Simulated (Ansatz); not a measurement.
in.yaml

```yaml
crystal:
  periodic: [false, false, false]
  atoms:
    - {symbol: Ge, position_ang: [0.000000, 0.059541, 0.505922]}
    - {symbol: B, position_ang: [0.000000, 0.451319, -1.675815]}
    - {symbol: N, position_ang: [0.000000, -0.753893, -1.154331]}
    - {symbol: H, position_ang: [0.000000, 1.344614, -2.445184]}
basis:
  gaussian: {orbitals: "6-31G*", fitting: {mean_field: def2-universal-jkfit}, point_charges: [{charge: 0.50, position_ang: [4.914, 0.369, 0.762]}]}
total_charge: 1
magnetization: {spin_polarized: true, initial_magnetization: 2}
correlation: {method: mp2, electrons: outside_noble_gas}
output: {forces: true}
```

```sh
$ ansatz run in.yaml --threads 1 --pin off --events-out ev --progress --plain --max-ram 2393MiB
```

The program prints:

```
436 factors; integrals over basis functions are off by at most 4.1e-2 eV
mean field evaluation 1: about -58613.1495 eV, gradient 4.4e1 eV
mean field evaluation 2: about -58610.3454 eV, gradient 5.0e1 eV
mean field evaluation 4: about -58623.4835 eV, gradient 2.5e0 eV
mean field evaluation 8: about -58623.6148 eV, gradient 2.5e-1 eV
mean field evaluation 16: about -58622.9443 eV, gradient 4.8e0 eV
mean field evaluation 32: about -58623.5696 eV, gradient 1.4e0 eV
mean field evaluation 64: about -58622.0468 eV, gradient 6.3e0 eV
mean field -58623.62041220 eV, -2154.3783136313 hartree, gradient 2.6e-6 eV, S^2 2.038216; 11 other end points of the search recorded, 0 dependent functions left out
16 core orbitals not correlated: weight in the atoms' cores, before any rotation towards them, 0.997 or more for the frozen orbitals, at most 0.003 for the correlated occupied ones
reference -58623.62041220 eV, -2154.3783136313 hartree; 7, 5 occupied and 44, 46 virtual orbitals, 436 factors
second order -7.23157017 eV of doubles, -0.00000000 eV of singles
the calculation of the forces begins
Total energy: -58630.85198237 eV, -2154.6440689332 hartree
Atom 0 at     0.000000     0.059541     0.505922 Å, force    -0.273553    -0.444110    -0.738174 eV/Å
Atom 1 at     0.000000     0.451319    -1.675815 Å, force    -0.079466     2.184196    -1.259994 eV/Å
Atom 2 at     0.000000    -0.753893    -1.154331 Å, force     0.069376    -1.739504     1.869735 eV/Å
Atom 3 at     0.000000     1.344614    -2.445184 Å, force     0.002260    -0.001072     0.103284 eV/Å
Dipole moment:    -0.051956     0.485035     0.075929 e Å
```

Forces (eV/Å):
```
Ge  -0.274 -0.444 -0.738
B   -0.079  2.184 -1.260
N    0.069 -1.740  1.870
H    0.002 -0.001  0.103
```

Ran on 1 thread of Arm Neoverse V2, shared host: 5.5 s wall, 0.23 GiB peak host memory.
